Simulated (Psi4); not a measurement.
# OF (Oxygen monofluoride): UHF/def2-TZVPP (sweep point 4)

Aim: the vertical doublet–quartet gap of OF (Oxygen monofluoride) at UHF/def2-TZVPP (sweep point 4), from 2 runs. 

Program for the calculation: Psi4 1.11.

## Step 1: The structure to begin with

OF: 2 atoms, total charge 0, spin state doublet. As SMILES, `[O]F`. The coordinates come from a GFN2-xTB relaxation.

Bond lengths: O1–F2 1.298 Å.

## Step 2: A single-point energy at UHF/def2-TZVPP (sweep point 4)

fo.inp

```
memory 1600 mb

molecule m {
  0 2
  O      0.000000     0.000000     0.000000
  F      0.000000     0.000000     1.298450
  symmetry c1
}

set reference uhf
set puream true
set scf_type pk
set maxiter 150

e, wfn = energy('hf/def2-TZVPP', return_wfn=True)
```

Command:

```sh
$ psi4 -i fo.inp -o fo.out -n 1
```

fo.out:

```text
[...]
  Running in c1 symmetry.
[...]
  Nuclear repulsion =   29.343262480834841
[...]
  Multiplicity = 2
[...]
  Nalpha       = 9
  Nbeta        = 8
[...]
    Number of basis functions: 62
[...]
   @UHF iter   1:  -174.14736794047937   -6.34308e-01   5.17401e-03 DIIS/ADIIS
[...]
   @UHF iter  12:  -174.20348810570516   -6.48612e-09   3.03300e-07 DIIS
[...]
   @S^2 Observed:                7.604542288E-01
[...]
    Orbital Energies [Eh]
    ---------------------
    Alpha Occupied:
       1A    -26.392909     2A    -20.753080     3A     -1.762080
       4A     -1.313556     5A     -0.845696     6A     -0.800103
       7A     -0.757824     8A     -0.631895     9A     -0.565985
    Alpha Virtual:
      10A      0.236146    11A      0.489154    12A      0.526844
      13A      0.556713    14A      0.567454    15A      0.697639
      16A      0.737111    17A      0.745974    18A      1.086248
      19A      1.592015    20A      1.592229    21A      1.598106
      22A      1.635214    23A      2.150663    24A      2.257566
      25A      2.258046    26A      2.587949    27A      2.628230
[...]
  @UHF Final Energy:  -174.20348810570516
   => Energetics <=
    Nuclear Repulsion Energy =             29.3432624808348415
    One-Electron Energy =                -300.4932463197198445
    Two-Electron Energy =                  96.9464957331798587
    Total Energy =                       -174.2034881057051621
  UHF NO Occupations:
  HONO-2 :    7  A 1.9988801
  HONO-1 :    8  A 1.9973390
[...]
 Multipole Moments:
 ------------------------------------------------------------------------------------
     Multipole            Electronic (a.u.)      Nuclear  (a.u.)        Total (a.u.)
 ------------------------------------------------------------------------------------
 L = 1.  Multiply by 2.5417464519 to convert [e a0] to [Debye]
 Dipole X            :         -0.0000000            0.0000000           -0.0000000
 Dipole Y            :          0.0000000            0.0000000            0.0000000
 Dipole Z            :          0.4617794           -0.5632697           -0.1014904
 Magnitude           :                                                    0.1014904
[...]
```

Run time: 2.6 s. Hardware: 1 thread of Intel Xeon Platinum 8259CL at 2.50GHz (Skylake/Cascade Lake), shared host; peak memory 0.22 GiB.

## Step 3: The quartet at the same level

calc.dat

```
memory 1600 mb

molecule system {
  0 4
  O      0.000000     0.000000     0.000000
  F      0.000000     0.000000     1.298450
  symmetry c1
}

set basis def2-TZVPP
set reference uhf
set puream true
set scf_type pk
set maxiter 150

e = energy('scf')
print_variables()
```

Command:

```sh
$ psi4 -i calc.dat -o calc.out -n 1
```

calc.out:

```text
[...]
  Running in c1 symmetry.
[...]
  Nuclear repulsion =   29.343262480834841
[...]
  Multiplicity = 4
[...]
  Nalpha       = 10
  Nbeta        = 7
[...]
    Number of basis functions: 62
[...]
   @UHF iter   1:  -173.98096354647126   -4.67903e-01   4.78957e-03 ADIIS/DIIS
[...]
   @UHF iter  10:  -174.04719473672137   -3.47548e-08   8.99463e-07 DIIS
[...]
   @S^2 Observed:                3.778545340E+00
[...]
    Orbital Energies [Eh]
    ---------------------
    Alpha Occupied:
       1A    -26.322587     2A    -20.789635     3A     -1.813161
       4A     -1.414623     5A     -0.912712     6A     -0.861280
       7A     -0.861280     8A     -0.643020     9A     -0.643020
      10A     -0.373917
    Alpha Virtual:
      11A      0.463818    12A      0.492293    13A      0.509709
      14A      0.509709    15A      0.699528    16A      0.751453
      17A      0.751453    18A      1.083587    19A      1.533764
      20A      1.533764    21A      1.599757    22A      1.599757
      23A      2.088822    24A      2.276723    25A      2.276723
[...]
  @UHF Final Energy:  -174.04719473672137
   => Energetics <=
    Nuclear Repulsion Energy =             29.3432624808348415
    One-Electron Energy =                -300.6619314665176717
    Two-Electron Energy =                  97.2714742489614679
    Total Energy =                       -174.0471947367213943
  UHF NO Occupations:
  HONO-2 :    8  A 1.0000000
  HONO-1 :    9  A 1.0000000
[...]
 Multipole Moments:
 ------------------------------------------------------------------------------------
     Multipole            Electronic (a.u.)      Nuclear  (a.u.)        Total (a.u.)
 ------------------------------------------------------------------------------------
 L = 1.  Multiply by 2.5417464519 to convert [e a0] to [Debye]
 Dipole X            :         -0.0000000            0.0000000           -0.0000000
 Dipole Y            :         -0.0000000            0.0000000           -0.0000000
 Dipole Z            :          0.0714674           -0.5632697           -0.4918023
 Magnitude           :                                                    0.4918023
[...]
```

Wall time 2.4 s (1 thread of Intel Xeon Platinum 8259CL at 2.50GHz (Skylake/Cascade Lake), shared host); peak memory 0.22 GiB.

## Step 4: Summary of results

Level: UHF/def2-TZVPP (sweep point 4).

```
                                        quantity          value
                           doublet: total energy  -174.20349 Eh
                          doublet: dipole moment         0.26 D
     doublet: HOMO energy (highest over α and β)      -14.40 eV
      doublet: LUMO energy (lowest over α and β)        2.22 eV
                                   doublet: ⟨S²⟩          0.760
                           quartet: total energy  -174.04719 Eh
                          quartet: dipole moment         1.25 D
     quartet: HOMO energy (highest over α and β)      -10.17 eV
      quartet: LUMO energy (lowest over α and β)        2.33 eV
                                   quartet: ⟨S²⟩          3.779
vertical energy of the quartet above the doublet       4.253 eV
```

What this shows: At this shape the quartet lies 4.25 eV (410 kJ/mol) above the doublet.
